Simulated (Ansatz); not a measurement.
# How the TO phonon frequency at L of zinc-blende GaN (metastable phase) moves with the method

No measured value is used here.

```json
[
 {"level (code)": "LDA (Ansatz)", "value (cm⁻¹)": "577", "cell (Å³/atom)": "11.05"},
 {"level (code)": "PBE (Ansatz)", "value (cm⁻¹)": "539", "cell (Å³/atom)": "11.76"},
 {"level (code)": "r²SCAN (Ansatz)", "value (cm⁻¹)": "570", "cell (Å³/atom)": "11.37"}
]
```

Each level is taken at its own relaxed cell. Cutoffs differ between the levels. Ansatz's density-functional and Hartree–Fock values are scalar-relativistic unless marked +SOC, with PAW data made under PBE.

Ansatz is a quantum-chemistry and plane-wave program.
